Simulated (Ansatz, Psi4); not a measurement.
Atomisation energy: 5 cases among boron compounds, in kcal/mol, species as SMILES. Conventions: 6-31G* and kin with 6d, 5d where marked; frozen cores in correlated levels; UHF or UKS for open shells; atomisation electronic, to ground-state atoms; no spin-orbit coupling; 6-311+G** with 5d, 6d on Na to Ar in Ansatz (a first-principles code); dispersion terms only where a functional's name holds one; non-relativistic. Basis-set limits of correlation are two-point, X^-3; Hartree-Fock from the larger set. [CCSD(T)-MP2]/basis is that difference in the basis named. First-principles rows: single points at B3LYP-D3(BJ) geometries (Ansatz).

Coupled cluster (Ansatz) is a level with limits of its own, used here on species with T1 under 0.025 (0.045 for open shells) and stable references: (a) RI-MP2/CBS(aug-cc-pV(T+d)Z,aug-cc-pV(Q+d)Z)+[CCSD(T)-MP2]/aug-cc-pV(T+d)Z; (b) CCSD(T)/CBS(aug-cc-pV(T+d)Z,aug-cc-pV(Q+d)Z); (c) CCSD(T)/CBS(cc-pV(T+d)Z,cc-pV(Q+d)Z); (d) CCSD(T)/CBS(def2-TZVPPD,def2-QZVPPD).

| species | atoms | coupled cluster | difference of wB97X-D/6-31G* (Psi4) | difference of HF/6-311+G** (Ansatz) | difference of BLYP/6-31G* (Ansatz) | difference of B3LYP/6-311+G** (Ansatz) | difference of wB97M-V/def2-TZVPD (Ansatz) | difference of wB97X-V/def2-TZVPD (Ansatz) |
|---|---|---|---|---|---|---|---|---|
| O=BF | 3 | 357.0 (b) | -1.0 | -107.9 | 9.5 | -6.7 | 1.0 | -2.7 |
| ClB(Cl)Cl | 4 | 323.7 (c) | -2.0 | -81.1 | -11.0 | -13.9 | 4.9 | 1.7 |
| FB(F)F | 4 | 469.5 (c) | 1.1 | -122.0 | 10.7 | -17.7 | -0.9 | -4.0 |
| BN (BNH4) | 6 | 499.8 (d) | -0.7 | -129.3 | 0.0 | 3.7 | 5.0 | 3.4 |
| NB(F)F | 6 | 620.0 (a) | -4.1 | -174.1 | 2.8 | -10.4 | 2.2 | -0.8 |

```json
[
 {"level": "wB97X-D/6-31G* (Psi4)", "cases": "5", "mean signed difference": "-1.34", "mean absolute difference": "1.78", "median absolute difference": "1.10", "largest absolute difference": "4.1"},
 {"level": "HF/6-311+G** (Ansatz)", "cases": "5", "mean signed difference": "-122.88", "mean absolute difference": "122.88", "median absolute difference": "122.00", "largest absolute difference": "174.1"},
 {"level": "BLYP/6-31G* (Ansatz)", "cases": "5", "mean signed difference": "2.40", "mean absolute difference": "6.80", "median absolute difference": "9.50", "largest absolute difference": "11.0"},
 {"level": "B3LYP/6-311+G** (Ansatz)", "cases": "5", "mean signed difference": "-9.00", "mean absolute difference": "10.48", "median absolute difference": "10.40", "largest absolute difference": "17.7"},
 {"level": "wB97M-V/def2-TZVPD (Ansatz)", "cases": "5", "mean signed difference": "2.44", "mean absolute difference": "2.80", "median absolute difference": "2.20", "largest absolute difference": "5.0"},
 {"level": "wB97X-V/def2-TZVPD (Ansatz)", "cases": "5", "mean signed difference": "-0.48", "mean absolute difference": "2.52", "median absolute difference": "2.70", "largest absolute difference": "4.0"}
]
```

wB97X-D/6-31G* lies above in 1 of 5 cases and within 2 kcal/mol in 4; mean signed difference -1.34 kcal/mol, mean absolute 1.78 kcal/mol (1.37 over the 3 cases of up to 4 atoms, 2.40 over the larger). These figures hold for the species listed.

How the rows were picked: cases drawn at random among the computed members of the class with clean coupled-cluster diagnostics. The batch they came from held 5 cases of this property in the class: 0 with a tabulated value, 5 with clean coupled cluster alone, 0 with neither, which enter no statistics. The levels are drawn from those run on every case listed, the commonest habits more often. No case is left out for the size of its miss. Left out are saddle points of the reference geometry, anions that the best level run finds unbound, excited spin states, species near biochemistry, 298 K rows of species without real B3LYP wavenumbers, cases with under five habitual levels, runs that failed or that the program found above a lower state of the same kind, table entries that another table contradicts, and a share of species set aside by lot.
